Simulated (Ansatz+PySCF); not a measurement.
Results of a calculation; reference values are marked as such.
A run of PySCF 2.14.0 on doublet C₂H₄F at this shape:

```yaml
atoms:
  - { symbol: C, position_ang: [0.1121, 0.5188, -0.1075] }
  - { symbol: C, position_ang: [-1.1927, -0.1694, 0.0058] }
  - { symbol: H, position_ang: [0.2974, 1.5300, 0.2391] }
  - { symbol: H, position_ang: [-1.3633, -0.6045, 1.0583] }
  - { symbol: H, position_ang: [-2.0057, 0.5292, -0.2042] }
  - { symbol: H, position_ang: [-1.2577, -1.0018, -0.7022] }
  - { symbol: F, position_ang: [1.2035, -0.2778, 0.0113] }
```

Its results:

```json
{"Converged": "yes", "Reference energy": "-177.51652 hartree", "Correlation energy": "-0.57061 hartree", "Total energy": "-178.08712 hartree", "Spin squared of the determinant": "0.762"}
```

Question: Which input gives this output? Name the method, the orbitals and the basis set, and write the input.

Answer: UHF-MP2 in cc-pVTZ.

```python
from pyscf import gto, scf, mp

mol = gto.M(atom="""
C 0.112110 0.518780 -0.107460
C -1.192680 -0.169440 0.005760
H 0.297450 1.530020 0.239080
H -1.363280 -0.604530 1.058280
H -2.005710 0.529190 -0.204200
H -1.257730 -1.001800 -0.702160
F 1.203520 -0.277810 0.011300
""", basis='cc-pvtz', charge=0, spin=1)
mf = scf.UHF(mol)
mf.kernel()
pt = mp.MP2(mf, frozen=3).run()
print(mf.e_tot, pt.e_corr, pt.e_tot)
```
